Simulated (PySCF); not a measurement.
**Static response to an electric field**

Compound: C5H7F.
Structure used (GFN2-xTB), in Å, numbered top down from 1:
```xyz
13
C5H7F angstrom
C      2.377   -0.668    0.467
C      1.286   -0.419    0.045
C     -0.051   -0.124   -0.439
C     -1.099   -0.917    0.346
C     -0.300    1.384   -0.327
F     -1.484    1.717   -0.939
H      3.337   -0.895    0.826
H     -0.110   -0.399   -1.500
H     -0.940   -1.984    0.215
H     -1.033   -0.686    1.407
H     -2.094   -0.662   -0.009
H     -0.382    1.697    0.719
H      0.489    1.955   -0.828
```

Level: PBE0/def2-SVPD (PySCF), static field, nuclei fixed, core orbitals frozen in the response. The polarisability tensor in these axes (au):

```
x   72.28 -4.27  5.77
y   -4.27 55.15 -3.24
z    5.77 -3.24 50.75
```

Question: Give the principal values, the mean and the anisotropy Δα = √{½[(α1 − α2)² + (α2 − α3)² + (α1 − α3)²]}.

Answer: Principal values 48.52, 54.69 and 74.96 au; mean 59.39 au = 8.80 Å³ = 9.79 × 10⁻⁴⁰ C²·m²/J; Δα = 23.96 au (40 % of the mean).

Question: What is the dipole moment, and where does it point?

Answer: (0.88, -0.60, 0.59) D, 1.22 D in size, pointing from the negative to the positive side. Measured along this direction, the outermost atoms are F6 at the negative end and H7 at the positive end.

Question: Refractivity n − 1 of an ideal gas of it at 400 K and 1 atm, from the electronic α?

Answer: N = p/kT = 1.8347 × 10¹⁹ cm⁻³, so n − 1 = 2π × N × 8.80 × 10⁻²⁴ cm³ = 1015 × 10⁻⁶ at long wavelengths, for an ideal gas.

Question: In TDDFT the mean static polarisability is Σ f/ω² over all singlet excitations (ω in hartree). How much of it do the 6 lowest give? Their energies (eV) and oscillator strengths: 6.75, 0.0000; 7.02, 0.0048; 7.04, 0.0004; 7.66, 0.0534; 7.69, 0.0562; 8.44, 0.0433.

Answer: They add up to 1.91 au, 3.2 % of the 59.39 au; the largest single term is 0.70 au, from the state at 7.69 eV. Terms in order: 0.00, 0.07, 0.01, 0.67, 0.70, 0.45 au. Higher excitations give the rest. The strengths listed sum to 0.158.

Question: Along which axes do the principal values lie, and how far do the nuclei extend along each?

Answer: Largest value along (0.94, -0.24, 0.26), where the nuclei span 5.60 Å; middle along (0.31, 0.91, -0.29), 4.31 Å; least along (-0.16, 0.35, 0.92), 2.82 Å. The response follows the extents in order.

Question: How large is μ²/3kT at 250 K beside α?

Answer: In Gaussian units μ²/3kT = 14.35 Å³ against 8.80 Å³, a ratio of 1.63; the Debye molar polarisation (4π/3)N_A(α + μ²/3kT) is 58.4 cm³/mol, leaving out the vibrational part.

Question: Find the Langevin capture rate constant for O2+ (31.990 u) meeting this molecule (86.053 u), k = 2.342 × 10⁻⁹ cm³/s × √(α in Å³ / reduced mass in u).

Answer: The reduced mass is 23.32 u, so k = 1.44 × 10⁻⁹ cm³/s. The formula leaves out the permanent dipole, which adds to the capture rate.

One conformer (not necessarily the lowest) at the GFN2-xTB geometry, without solvent, vibrations or thermal averaging.
